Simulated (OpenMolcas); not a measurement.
## BOF (fluoro(oxo)borane): the energy, rung by rung

BOF: 3 atoms, total charge 0, spin state singlet. As SMILES, `O=BF`. Geometry: relaxed at PBE0-D4/def2-TZVP.

```tsv
atom	x (Å)	y (Å)	z (Å)
O	0.9831	-0.5651	0.4799
B	0.0203	-0.0116	0.0099
F	-1.0034	0.5768	-0.4898
```

Quantity: the energy change with the B2–F3 bond stretched from 1.282 to 1.603 Å, in eV. The values are calculated.

```csv
level,kind,program,value (eV),less FCI/STO-3G
HF/STO-3G (restricted),Hartree–Fock,OpenMolcas,1.69,+0.52
PBE/STO-3G (restricted),GGA,OpenMolcas,1.32,+0.15
r2SCAN/STO-3G (restricted),meta-GGA,OpenMolcas,1.46,+0.29
B3LYP/STO-3G (restricted),global hybrid,OpenMolcas,1.41,+0.24
M06-2X/STO-3G (restricted),hybrid meta-GGA,OpenMolcas,1.50,+0.33
B2PLYP/STO-3G (restricted),double hybrid,OpenMolcas,1.43,+0.26
MP2/STO-3G (restricted),perturbation theory,OpenMolcas,1.41,+0.24
ACPF/STO-3G (restricted),coupled cluster or CI,OpenMolcas,1.10,-0.07
CISD/STO-3G (restricted),coupled cluster or CI,OpenMolcas,1.24,+0.07
FCI/STO-3G,exact in the basis,OpenMolcas,1.17,0.00
```

FCI/STO-3G is exact within its basis and frozen core, so for wave-function methods in that basis the difference is their error; functionals converge differently with the basis, so for them it is only a difference. The first shape isn't each level's own minimum. The values span 1.10 to 1.69 eV. All rows use very small basis sets, so none should be taken for the real molecule's value.
